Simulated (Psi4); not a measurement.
**[OF2]+ (SMILES F[O+]F): UPBE0/cc-pVTZ**

What is the vertical doublet–quartet gap of [OF2]+ at UPBE0/cc-pVTZ? 

The calculation is run with Psi4 1.11.

1 further run of the same task is left out (it didn't finish).

**1. The system as given**

[OF2]+ has 3 atoms, charge +1, and is taken as a doublet. As SMILES, `F[O+]F`. Geometry: relaxed at PBE0-D4/def2-TZVP.

Bond lengths: F1–O2 1.297 Å, O2–F3 1.297 Å. Angles: F1–O2–F3 108.0°.

**2. Energy and forces at UPBE0/cc-pVTZ**

Input file calc.in:

```
memory 2200 MB

molecule system {
  1 2
  F
  O 1 R2
  F 2 R3 1 A3

  R2 = 1.297325
  R3 = 1.297317
  A3 = 108.01616
  symmetry c1
  no_reorient
  no_com
}

set globals {
  basis cc-pVTZ
  reference uks
  puream true
  e_convergence 1e-09
  d_convergence 1e-08
  scf_type pk
  dft_radial_points 99
  dft_spherical_points 590
  maxiter 100
}

gradient('pbe0')
```

Run with:

```console
$ psi4 calc.in calc.out -n 1
```

calc.out:

```text
[...]
  Running in c1 symmetry.
[...]
  Nuclear repulsion =   79.155285640106115
[...]
  Multiplicity = 2
[...]
  Nalpha       = 13
  Nbeta        = 12
[...]
    Number of basis functions: 90
[...]
   @UKS iter   1:  -273.92777929001971    4.47615e-01   6.13072e-03 DIIS/ADIIS
[...]
   @UKS iter  13:  -274.03196100381217   -2.21689e-12   8.23375e-09 DIIS
[...]
   @S^2 Observed:                7.535554307E-01
[...]
    Orbital Energies [Eh]
    ---------------------
    Alpha Occupied:
       1A    -25.287896     2A    -25.287888     3A    -19.934450
       4A     -1.882381     5A     -1.711055     6A     -1.377149
       7A     -1.081863     8A     -1.055020     9A     -1.031040
      10A     -0.900811    11A     -0.856436    12A     -0.853445
      13A     -0.788901
    Alpha Virtual:
      14A     -0.419930    15A     -0.370261    16A      0.197926
      17A      0.206762    18A      0.208471    19A      0.340955
      20A      0.382317    21A      0.409551    22A      0.444882
      23A      0.457664    24A      0.474395    25A      0.576122
[...]
  @UKS Final Energy:  -274.03196100381217
   => Energetics <=
    Nuclear Repulsion Energy =             79.1552856401061149
    One-Electron Energy =                -527.9125766613524320
    Two-Electron Energy =                 196.4290800237027099
    DFT Exchange-Correlation Energy =     -21.7037500062685922
    Empirical Dispersion Energy =           0.0000000000000000
    VV10 Nonlocal Energy =                  0.0000000000000000
    Total Energy =                       -274.0319610038121709
[...]
 Multipole Moments:
 ------------------------------------------------------------------------------------
     Multipole            Electronic (a.u.)      Nuclear  (a.u.)        Total (a.u.)
 ------------------------------------------------------------------------------------
 L = 1.  Multiply by 2.5417464519 to convert [e a0] to [Debye]
 Dipole X            :          0.1677915           -0.3468660           -0.1790745
 Dipole Y            :          0.1218597           -0.2519404           -0.1300808
 Dipole Z            :         -0.0000000            0.0000000           -0.0000000
 Magnitude           :                                                    0.2213338
[...]
  -Total Gradient:
     Atom            X                  Y                   Z
    ------   -----------------  -----------------  -----------------
       1        0.000137182496    -0.001229186910    -0.000000000000
       2        0.000990161798     0.000714342718    -0.000000000000
       3       -0.001131088685     0.000512123978    -0.000000000000
[...]
```

Run time: 14 s. Hardware: 1 thread of Intel Xeon 6975P-C (Granite Rapids), shared host; peak memory 0.74 GiB.

**3. The quartet: a single-point energy at UPBE0/cc-pVTZ**

Input file input.inp:

```
memory 2200 mb

molecule {
  1 4
  F      0.920200    -0.309010     0.473410
  O      0.000640     0.505210     0.055670
  F     -0.920840    -0.196190    -0.529090
  symmetry c1
}

set {
  basis cc-pVTZ
  reference uks
  puream true
  e_convergence 1e-09
  d_convergence 1e-08
  scf_type pk
  dft_radial_points 99
  dft_spherical_points 590
  maxiter 100
}

E, wfn = energy('pbe0', return_wfn=True)
print_variables()
```

Run with:

```console
$ psi4 -n 1 input.inp input.out
```

input.out:

```text
[...]
  Running in c1 symmetry.
[...]
  Nuclear repulsion =   79.155290775448890
[...]
  Multiplicity = 4
[...]
  Nalpha       = 14
  Nbeta        = 11
[...]
    Number of basis functions: 90
[...]
   @UKS iter   1:  -273.70388185867813    6.71513e-01   3.99162e-03 DIIS/ADIIS
[...]
   @UKS iter  17:  -273.75916064315965   -1.93268e-12   3.42507e-09 DIIS
[...]
   @S^2 Observed:                3.769902768E+00
[...]
    Orbital Energies [Eh]
    ---------------------
    Alpha Occupied:
       1A    -25.277296     2A    -25.277270     3A    -19.864462
       4A     -1.877367     5A     -1.723893     6A     -1.397943
       7A     -1.101946     8A     -1.060863     9A     -1.041889
      10A     -0.904485    11A     -0.897688    12A     -0.883236
      13A     -0.784090    14A     -0.557383
    Alpha Virtual:
      15A     -0.387987    16A      0.185833    17A      0.192838
      18A      0.213173    19A      0.330107    20A      0.376745
      21A      0.398872    22A      0.447518    23A      0.457642
      24A      0.474619    25A      0.567026    26A      0.912840
[...]
  @UKS Final Energy:  -273.75916064315965
   => Energetics <=
    Nuclear Repulsion Energy =             79.1552907754488899
    One-Electron Energy =                -528.1405812210214208
    Two-Electron Energy =                 197.0048020243824283
    DFT Exchange-Correlation Energy =     -21.7786722219695328
    Empirical Dispersion Energy =           0.0000000000000000
    VV10 Nonlocal Energy =                  0.0000000000000000
    Total Energy =                       -273.7591606431596460
[...]
 Multipole Moments:
 ------------------------------------------------------------------------------------
     Multipole            Electronic (a.u.)      Nuclear  (a.u.)        Total (a.u.)
 ------------------------------------------------------------------------------------
 L = 1.  Multiply by 2.5417464519 to convert [e a0] to [Debye]
 Dipole X            :         -0.0100060            0.0231422            0.0131362
 Dipole Y            :         -0.1834468            0.4280823            0.2446355
 Dipole Z            :         -0.0000000            0.0000000           -0.0000000
 Magnitude           :                                                    0.2449879
[...]
```

Run time: 12 s. Hardware: 1 thread of Intel Xeon 6975P-C (Granite Rapids), shared host; peak memory 0.73 GiB.

**4. Outcome**

Level: UPBE0/cc-pVTZ.

```
                                        quantity          value
                           doublet: total energy  -274.03196 Eh
     doublet: HOMO energy (highest over α and β)      -21.47 eV
      doublet: LUMO energy (lowest over α and β)      -15.98 eV
                                   doublet: ⟨S²⟩          0.754
               doublet: largest force on an atom     0.064 eV/Å
                           quartet: total energy  -273.75916 Eh
     quartet: HOMO energy (highest over α and β)      -15.17 eV
                                   quartet: ⟨S²⟩          3.770
vertical energy of the quartet above the doublet       7.423 eV
```

At this shape the quartet lies 7.42 eV (171 kcal/mol) above the doublet.
